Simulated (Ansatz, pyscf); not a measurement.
H₃C–O–AlH₂ -> CH₄ + O=AlH, an elimination on the singlet surface: C–O, Al–H broken, C–H formed. PySCF, gas phase, ωB97X-D3(BJ)/def2-SVP geometries. Wave-function energies: Ansatz (an electronic-structure program), frozen core, RHF or UHF references. In kcal/mol, from the reactant's lowest minimum found.

```csv
level,barrier,reaction energy
B3LYP-D3(BJ)/def2-TZVP,88.36,+28.83
r²SCAN/def2-TZVP,85.18,+28.31
CCSD(T)/cc-pV(D+d)Z,94.98,+28.52
CCSDT(Q)/cc-pV(D+d)Z,…,…
CCSD(T)/cc-pV(T+d)Z,91.85,+27.56
CCSD(T)/cc-pV(Q+d)Z,…,+28.17
```

**Question.** What belongs in the gaps?

**Answer.** 
- CCSDT(Q)/cc-pV(D+d)Z, barrier: 93.33
- CCSDT(Q)/cc-pV(D+d)Z, reaction energy: +27.38
- CCSD(T)/cc-pV(Q+d)Z, barrier: 91.53

In cc-pV(D+d)Z, going from CCSD(T) to CCSDT(Q) shifts the barrier by -1.65 and the reaction energy by -1.14 kcal/mol. With HF in the quadruple-zeta basis and the correlation energy extrapolated as X⁻³ from X = 3, 4, CCSD(T) gives 91.37 and +28.39; adding the double-zeta shift gives ΔE‡ = 89.72 and ΔE = +27.25 kcal/mol, without core correlation, relativity or geometry relaxation at these levels. The same reactants have a lower exit, to H₃C–O–Al [singlet] + H₂ (barrier +81.15 kcal/mol at ωB97M-D3(BJ), against +92.51 kcal/mol here). H₃C–O–AlH₂ lies 24.48 kcal/mol over its isomer H₃C–AlH–OH, and others may lie lower still (electronic energy, ωB97M-D3(BJ)). O=AlH lies 43.91 kcal/mol over its isomer HO–Al [singlet], and others may lie lower still (electronic energy, ωB97M-D3(BJ)). One saddle was located; it need not be the lowest between these sides. The CCSD(T) − MP2 part came from Ansatz, without density fitting, on the same reference. The largest closed-shell T1 diagnostic is 0.032, which may signal static correlation.
